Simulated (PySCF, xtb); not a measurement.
propane (C₃H₈), SMILES C(C)C.

Harmonic wavenumbers (cm⁻¹) from GFN2-xTB (xtb) at its own minimum, in rising order: 206, 257, 374, 793, 928, 936, 952, 1116, 1168, 1208, 1272, 1345, 1413, 1421, 1499, 1500, 1504, 1510, 1511, 2967, 2982, 3027, 3028, 3032, 3035, 3037, 3038.

### Question
What does B3LYP-D3(BJ)/def2-SVP (PySCF 2.14.0) give at its own minimum? (An estimate is asked for; the answer gives what the named calculation found.)

### Answer
229, 282, 370, 753, 882, 906, 929, 1070, 1170, 1200, 1304, 1355, 1398, 1406, 1462, 1465, 1472, 1480, 1487, 3018, 3021, 3021, 3054, 3092, 3101, 3104, 3106. Paired by order, the mean absolute difference is 32 cm⁻¹ and the zero-point energies are 64.4 and 64.5 kcal/mol.
